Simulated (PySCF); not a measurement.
## Electric properties by functional and basis

1,2-butadiene, C4H6.
InChI=1S/C4H6/c1-3-4-2/h4H,1H2,2H3

PySCF, dipoles from the SCF density, polarisabilities from static response with core orbitals frozen. Geometry: PBE0-D3(BJ)/def2-SVP; no solvent, vibrations or thermal averaging.

Reference dipole: 0.400 D (measured, gas; NIST CCCBDB Release 22 (SRD 101), experimental dipoles). The anisotropy is √(½[(α1 − α2)² + (α2 − α3)² + (α3 − α1)²]).

```json
{"level": "LDA/def2-SVPD", "μ (D)": "0.465", "error (%)": "+16.2", "α (au)": "55.47", "anisotropy (au)": "42.36"}
{"level": "PBE/def2-SVPD", "μ (D)": "0.446", "error (%)": "+11.6", "α (au)": "54.82", "anisotropy (au)": "42.38"}
{"level": "B3LYP/def2-SVPD", "μ (D)": "0.437", "error (%)": "+9.3", "α (au)": "54.13", "anisotropy (au)": "42.01"}
{"level": "PBE0/def2-SVPD", "μ (D)": "0.440", "error (%)": "+10.0", "α (au)": "53.46", "anisotropy (au)": "41.57"}
{"level": "BHandHLYP/def2-SVPD", "μ (D)": "0.433", "error (%)": "+8.3", "α (au)": "53.06", "anisotropy (au)": "41.84"}
{"level": "CAM-B3LYP/def2-SVPD", "μ (D)": "0.429", "error (%)": "+7.3", "α (au)": "53.46", "anisotropy (au)": "41.32"}
{"level": "wB97X-D/def2-SVPD", "μ (D)": "0.441", "error (%)": "+10.2", "α (au)": "53.50", "anisotropy (au)": "40.81"}
{"level": "LC-wPBE/def2-SVPD", "μ (D)": "0.421", "error (%)": "+5.3", "α (au)": "51.97", "anisotropy (au)": "40.15"}
{"level": "HF/def2-SVPD", "μ (D)": "0.444", "error (%)": "+11.1", "α (au)": "52.75", "anisotropy (au)": "42.90"}
{"level": "PBE0/6-31G*", "μ (D)": "0.412", "error (%)": "+3.0", "α (au)": "43.08", "anisotropy (au)": "45.30"}
{"level": "PBE0/6-31+G*", "μ (D)": "0.469", "error (%)": "+17.2", "α (au)": "49.78", "anisotropy (au)": "44.37"}
{"level": "PBE0/def2-SVP", "μ (D)": "0.444", "error (%)": "+11.0", "α (au)": "45.55", "anisotropy (au)": "44.68"}
{"level": "PBE0/aug-cc-pVDZ", "μ (D)": "0.466", "error (%)": "+16.6", "α (au)": "54.95", "anisotropy (au)": "42.08"}
{"level": "PBE0/def2-TZVP", "μ (D)": "0.459", "error (%)": "+14.7", "α (au)": "51.64", "anisotropy (au)": "44.09"}
{"level": "PBE0/def2-TZVPD", "μ (D)": "0.462", "error (%)": "+15.6", "α (au)": "54.79", "anisotropy (au)": "41.66"}
```

For the dipole, the smallest error is 3.0% (PBE0/6-31G*) and the largest 17.2% (PBE0/6-31+G*). The dipole runs from 0.41 D (PBE0/6-31G*) to 0.47 D (PBE0/6-31+G*). No reference polarisability is at hand; against PBE0 in the largest diffuse basis at hand (def2-TZVPD) the other PBE0 rows deviate by 6-31G* -21%, 6-31+G* -9%, def2-SVP -17%, def2-SVPD -2%, aug-cc-pVDZ 0%, def2-TZVP -6%. In one basis (def2-SVPD) the functionals order the polarisability from LC-wPBE (lowest) to LDA (highest), a spread of 7%. With PBE0 the polarisability is 46.76 au without diffuse functions (mean of 6-31G*, def2-SVP and def2-TZVP) and 53.25 au with them (mean of 6-31+G*, def2-SVPD, aug-cc-pVDZ and def2-TZVPD). Measured values can belong to vibrating molecules and may average over conformers; the computed ones are for one fixed geometry.
